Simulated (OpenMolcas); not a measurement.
## Potential curves of CCl⁻: spin-free states

Calculated with OpenMolcas 26.06: state-averaged CASSCF(10,7) over Cl 3p, C 2s 2p, XMS-CASPT2 (IPEA 0.25, imaginary shift 0.2 hartree), scalar X2C, ANO-RCC-VTZP, then RASSI spin–orbit state interaction with atomic mean-field integrals. C2 symmetry about the axis (a holds Σ, Δ, Γ; b holds Π, Φ, H; Σ⁺ and Σ⁻ are not told apart); roots by multiplicity and irrep: 3a 1, 1a 3, 3b 4, 1b 2, 5a 1.

XMS-CASPT2 energies in eV from the lowest point. Curves are followed by energy order within each symmetry, so they are adiabatic and may change character at avoided crossings; Σ⁺ and Σ⁻ are counted together.

```
R (Å)  (1)3Σ  (1)1Δ  (1)3Π  (1)1Π
1.830  0.032  1.061  3.198  4.015
1.916  0.000  1.058  2.845  3.783
2.012  0.027  1.107  2.483  3.516
2.108  0.097  1.217  2.179  3.276
2.242  0.244  1.367  1.843  3.057
2.414  0.471  1.601  1.452  2.865
2.682  0.771  1.949  1.254  2.753
3.066  1.049  2.259  1.139  2.704
3.640  1.267  2.489  1.133  2.694
4.407  1.609  2.603  1.151  2.707
```

Left out for impure symmetry, kinks or missing points, though low: (1)1Σ, (1)5Σ. Only roots inside an energy window near the equilibrium distance were included, so the list of states is not complete; labels number the states computed. Each spin and symmetry block has orbitals of its own, averaged over its own roots, so gaps between blocks are less sure than gaps within one and near the minimum can be off by tenths of an eV, in bad cases by more. No Rydberg orbitals are active, so Rydberg states, and σ→σ* states whose orbital the CASSCF left unused, can be missing between those listed. CASPT2 splits the two components of degenerate states numerically, here by up to 141 cm⁻¹. For an anion, states above the electron-detachment threshold (often below 1 to 3 eV) are held by the basis set and are not bound levels. At stretched bonds a block can hold a wrong CASSCF solution and miss its lowest state; points past a visible jump are left out. No roots were computed in block 5b (none fell in the window or the block failed), so states of that kind are missing and can lie low or lowest. The CASPT2 reference weights are uneven, so some states carry less reliable energies. Points that failed a check (symmetry, reference weights, a jump) are left out.
